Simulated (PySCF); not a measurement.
# One shape, several levels: doublet NOF+

We compute a comparison of 6 runs (UHF/3-21G, U-wB97M-V/def2-TZVPP, UBHLYP/def2-TZVPP, UM06-2X/def2-TZVPP, UPBE0/def2-TZVPP, USCS-MP2/def2-TZVPP) of doublet NOF+. 

The calculation is run with PySCF 2.14.0.

2 further runs of the same task are left out: 2 set aside as unsound or not needed.

## (1) Starting point

NOF+ has 3 atoms, charge +1, and is taken as a doublet. As SMILES of the parent species, `O=NF`. The shape is that of a PBE0-D4/def2-TZVP optimisation. That shape belongs to the parent species and isn't relaxed for this state.

Bond lengths: O1–N2 1.127 Å, N2–F3 1.483 Å. Angles: O1–N2–F3 110.4°.

## (2) The energy at UHF/3-21G (run 1)

input.xyz reads:

```xyz
3

O      0.868350     0.242970     0.504740
N      0.148930    -0.482540     0.029910
F     -1.017290     0.239580    -0.534650
```

run.py reads:

```python
from pyscf import gto

mol = gto.Mole()
mol.atom = 'input.xyz'
mol.verbose = 3
mol.charge = 1
mol.basis = '3-21g'
mol.spin = 1
mol.max_memory = 1860
mol.build()

myscf = mol.UHF()
myscf.conv_tol = 1e-10
myscf.kernel()
if not myscf.converged:
    myscf = myscf.newton().run(myscf.mo_coeff, myscf.mo_occ)

etot = myscf.e_tot
print('E(%s) = %.9f' % ('HF', etot))
```

The run is started by

```sh
$ OMP_NUM_THREADS=1 python run.py
```

The program printed:

```text
converged SCF energy = -226.905179071195  <S^2> = 1.0458311  2S+1 = 2.2766915
E(HF) = -226.905179071
```

Run time: 0.6 s. Hardware: 1 thread of Arm Neoverse V2, shared host; peak memory 0.12 GiB.

## (3) A single-point energy at U-wB97M-V/def2-TZVPP (run 2)

run.py reads:

```python
from pyscf import gto, dft

mol = gto.M(
    atom='O 0.868350 0.242970 0.504740; N 0.148930 -0.482540 0.029910; F -1.017290 0.239580 -0.534650',
    basis='def2-tzvpp',
    spin=1,
    max_memory=1860,
    charge=1,
    verbose=4,
)

mf = dft.UKS(mol, xc='wb97m-v')
mf.grids.level = 5
mf.conv_tol = 1e-10
mf.nlcgrids.level = 1
mf.kernel()
if not mf.converged:
    mf = mf.newton().run(mf.mo_coeff, mf.mo_occ)

energy = mf.e_tot
print(f'total energy: {energy:.8f} hartree')
```

The run is started by

```sh
$ OMP_NUM_THREADS=1 python run.py
```

The program printed:

```text
PySCF version 2.14.0

[... 62 lines left out ...]
WARN: HOMO -0.328019182758826 >= LUMO -0.32801918275883
[... 74 lines left out ...]
converged SCF energy = -229.28431760871  <S^2> = 0.76695249  2S+1 = 2.0168812
total energy: -229.28431761 hartree
```

Wall time 71 s (1 thread of Arm Neoverse V2, shared host); peak memory 0.51 GiB.

Runs 3 to 5 aren't shown in full; the table further down has their settings and results.

## (4) The energy at USCS-MP2/def2-TZVPP (run 6)

job.py reads:

```python
from pyscf import gto, scf, mp

molecule = gto.Mole()
molecule.atom = '''
O      0.868350     0.242970     0.504740
N      0.148930    -0.482540     0.029910
F     -1.017290     0.239580    -0.534650
'''
molecule.max_memory = 1860
molecule.spin = 1
molecule.basis = 'def2-tzvpp'
molecule.verbose = 3
molecule.charge = 1
molecule.build()

mf = scf.UHF(molecule)
mf.conv_tol = 1e-10
mf.kernel()
if not mf.converged:
    mf = mf.newton().run(mf.mo_coeff, mf.mo_occ)

pt = mp.MP2(mf, frozen=3).run()
e_tot = mf.e_tot + 1.2 * pt.e_corr_os + pt.e_corr_ss / 3
print('E = %.10f Eh' % e_tot)
```

The run is started by

```sh
$ OMP_NUM_THREADS=1 python job.py
```

The program printed:

```text
converged SCF energy = -228.292713724538  <S^2> = 1.0211261  2S+1 = 2.2548845
E(UMP2) = -228.899661667935  E_corr = -0.606947943396813
E(SCS-UMP2) = -228.880399589989  E_corr = -0.587685865450939
E = -228.8803995900 Eh
```

Wall time 3.9 s (1 thread of Arm Neoverse V2, shared host); peak memory 0.22 GiB.

## (5) Overview of the runs

```
run                 level  integration grid  nlc grid  energy (Eh)  HOMO energy (eV)  LUMO energy (eV)   ⟨S²⟩  wall time
  1             UHF/3-21G                 –         –  -226.905179            -26.36            -10.04  1.046      0.6 s
  2  U-wB97M-V/def2-TZVPP                 5         1  -229.284318            -23.37            -13.80  0.767       71 s
  3     UBHLYP/def2-TZVPP                 5         –  -229.217714            -23.20            -14.54  0.799       23 s
  4    UM06-2X/def2-TZVPP                 5         –  -229.239558            -22.73            -15.00  0.772       51 s
  5      UPBE0/def2-TZVPP                 5         –  -229.104862            -21.21            -16.17  0.770       20 s
  6   USCS-MP2/def2-TZVPP                 –         –  -228.880400            -26.41             -9.61  1.021      3.9 s
```

## (6) Results

| quantity | value |
| --- | --- |
| run 6: total energy | -228.88040 Eh |
| run 6: HOMO energy (Hartree–Fock orbitals) (highest over α and β) | -26.41 eV |
| run 6: LUMO energy (Hartree–Fock orbitals) (lowest over α and β) | -9.61 eV |
| run 6: correlation energy (3 core orbitals frozen) | -587.7 mEh |
| run 6: ⟨S²⟩ of the reference determinant | 1.021 |

In words: Totals of different functionals can't be ranked against each other. Spin contamination of the reference: run 1 ⟨S²⟩ = 1.05, run 6 ⟨S²⟩ = 1.02. All runs together took 2.8 min, the longest 71 s.
